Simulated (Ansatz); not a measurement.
# How far each method lies from UCCSDT(Q) for HAl–N–C, doublet

Geometry: that of the HAl–N–C, quartet, kept fixed.

```yaml
atoms:
  - { symbol: Al, position_ang: [0.0000, -0.1118, 1.1214] }
  - { symbol: N, position_ang: [0.0000, 0.0980, -0.6847] }
  - { symbol: C, position_ang: [0.0000, 0.0277, -1.8769] }
  - { symbol: H, position_ang: [0.0000, 1.3013, 1.8603] }
```

Basis cc-pVTZ; Ansatz 0.2.0. Correlated methods freeze the noble-gas cores, which leaves 13 electrons in 101 orbitals. R marks a restricted (for open shells ROHF) determinant, U an unrestricted one.

Full CI isn't at hand for all of this; UCCSDT(Q) serves as the reference, and is uncertain by about the last step of the cluster series. The frozen core follows each run's orbitals, which can shift R against U totals by a few meV.

The UHF ⟨S²⟩ is 0.757 and the T1 diagnostic (RCCSD) is 0.0209. The largest doubles amplitude (RCCSD) is 0.059. The T1 diagnostic (UCCSD) is 0.0181.

```json
{"level": "UHF", "E − E(RHF) (eV)": "-0.0319"}
{"level": "RMP2", "E − E(RHF) (eV)": "-10.2230"}
{"level": "UMP2", "E − E(RHF) (eV)": "-10.2299"}
{"level": "RCCSD", "E − E(RHF) (eV)": "-10.6506"}
{"level": "UCCSD", "E − E(RHF) (eV)": "-10.6528"}
{"level": "RCCSD(T)", "E − E(RHF) (eV)": "-11.2007"}
{"level": "UCCSD(T)", "E − E(RHF) (eV)": "-11.2017"}
```

Task: Estimate how far UCCSDT(Q) in cc-pVTZ lies from RCCSD(T). The table doesn't fix it; the size of (T) and the diagnostics are the guide.

Result: UCCSDT(Q) in cc-pVTZ lies 1.13 kcal/mol below RCCSD(T), which is 9 % of the (T) step (-12.68 kcal/mol). The diagnostics are small and the rest is a small part of (T), but (T) is large here. The miss exceeds 1 kcal/mol.

The other levels:

```json
{"level": "BCCD(T)", "E − E(UCCSDT(Q)) (kcal/mol)": "1.03", "share of correlation (%)": "99.60", "wall time": "11 s (H100)"}
{"level": "RCCSDT", "E − E(UCCSDT(Q)) (kcal/mol)": "0.90", "share of correlation (%)": "99.65", "wall time": "–"}
{"level": "UCCSDT", "E − E(UCCSDT(Q)) (kcal/mol)": "0.88", "share of correlation (%)": "99.66", "wall time": "–"}
{"level": "RCCSDT(Q)", "E − E(UCCSDT(Q)) (kcal/mol)": "0.11", "share of correlation (%)": "99.96", "wall time": "66 s (H100)"}
```

The correlation energy at UCCSDT(Q), counted from RHF, is -11.250 eV. That run took 62 s on 2 threads of AMD EPYC 7R13 with a shared H100 80 GB, shared host.

Times hold each run's SCF and search for its determinant on a shared host, so for small cases they say little of a method's own cost.
